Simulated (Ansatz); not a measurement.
**BHNO− (SMILES [NH-]B=O): single points off equilibrium**

Aim: energy, forces and dipole at a structure displaced at random from a GFN2-xTB minimum, from CCSD(T) and from density functionals.

Computed with Ansatz 0.2.0, Gaussian basis. Level: single points in def2-TZVPPD.

Correlated methods freeze the cores.

## 1. The system as given

4 atoms, charge -1, spin multiplicity 1.

Atoms are counted from 1 here; the program's logs count them from 0.

Bond lengths: N1–B2 1.483 Å, N1–H4 1.198 Å, B2–O3 1.030 Å. Angles: B2–N1–H4 118.0°, N1–B2–O3 171.3°.

As a file:

```csv
atom,x (Å),y (Å),z (Å)
N1,-0.7007,0.2367,-0.4212
B2,0.4235,-0.4276,0.2824
O3,1.1827,-1.0060,0.6693
H4,-0.8114,1.4239,-0.3080
```

## 2. CCSD(T)/def2-TZVPPD

run/in.yaml

```yaml
crystal:
  periodic: [false, false, false]
  atoms:
    - {symbol: N, position_ang: [-0.700700, 0.236700, -0.421200]}
    - {symbol: B, position_ang: [0.423500, -0.427600, 0.282400]}
    - {symbol: O, position_ang: [1.182700, -1.006000, 0.669300]}
    - {symbol: H, position_ang: [-0.811400, 1.423900, -0.308000]}
basis:
  gaussian: {orbitals: "def2-TZVPPD.json"}
total_charge: -1
correlation: {method: ccsd_t}
output: {forces: true}
```

The basis file named in the input lies beside it (Basis Set Exchange, JSON).

No record of the launch command was kept for these runs.

## 3. PBE0-D4/def2-TZVPPD

run/in.yaml: that of step 2 with these lines changed.

```diff
@@ -10,3 +10,3 @@
 total_charge: -1
-correlation: {method: ccsd_t}
-output: {forces: true}
+hamiltonian: {xc: pbe0, dispersion: d4}
+output: {forces: true, orbitals: {seedname: orbitals}}
```

## 4. wB97M-V/def2-TZVPPD

run/in.yaml: that of step 3 with these lines changed.

```diff
@@ -10,3 +10,3 @@
 total_charge: -1
-hamiltonian: {xc: pbe0, dispersion: d4}
-output: {forces: true, orbitals: {seedname: orbitals}}
+hamiltonian: {xc: {name: wB97M-V}}
+output: {forces: true}
```

## 5. r2SCAN-D4/def2-TZVPPD

run/in.yaml: that of step 4 with these lines changed.

```diff
@@ -10,3 +10,3 @@
 total_charge: -1
-hamiltonian: {xc: {name: wB97M-V}}
+hamiltonian: {xc: r2scan, dispersion: d4}
 output: {forces: true}
```

## 6. PBE-D4/def2-TZVPPD

run/in.yaml: that of step 5 with these lines changed.

```diff
@@ -10,3 +10,3 @@
 total_charge: -1
-hamiltonian: {xc: r2scan, dispersion: d4}
+hamiltonian: {xc: pbe, dispersion: d4}
 output: {forces: true}
```

## 7. r2SCAN0-D4/def2-TZVPPD

run/in.yaml: that of step 6 with these lines changed.

```diff
@@ -10,3 +10,3 @@
 total_charge: -1
-hamiltonian: {xc: pbe, dispersion: d4}
+hamiltonian: {xc: {name: r2SCAN0}, dispersion: d4}
 output: {forces: true}
```

## 8. HSE06-D4/def2-TZVPPD

run/in.yaml: that of step 7 with these lines changed.

```diff
@@ -10,3 +10,3 @@
 total_charge: -1
-hamiltonian: {xc: {name: r2SCAN0}, dispersion: d4}
+hamiltonian: {xc: hse06, dispersion: d4}
 output: {forces: true}
```

(Steps that only read results are left out.)

What does the calculation give? Wanted: RMS force component; RMS force error; HOMO and LUMO, PBE0-D4; T1 diagnostic.

**Answer**, as computed:

| quantity | value |
| --- | --- |
| RMS force component | 13.351 to 13.723 eV/Å over the methods |
| RMS force error | PBE0-D4 0.356, wB97M-V 0.337, r2SCAN-D4 0.236, PBE-D4 0.109, r2SCAN0-D4 0.474, HSE06-D4 0.343 eV/Å |
| HOMO and LUMO, PBE0-D4 | 0.08 and 3.92 eV |
| T1 diagnostic | 0.016 |

The forces of PBE-D4 come nearest to CCSD(T), those of r2SCAN0-D4 are farthest. Frozen-core CCSD(T) forces in triple zeta carry basis errors of their own, and this is one geometry, so small gaps rank nothing.
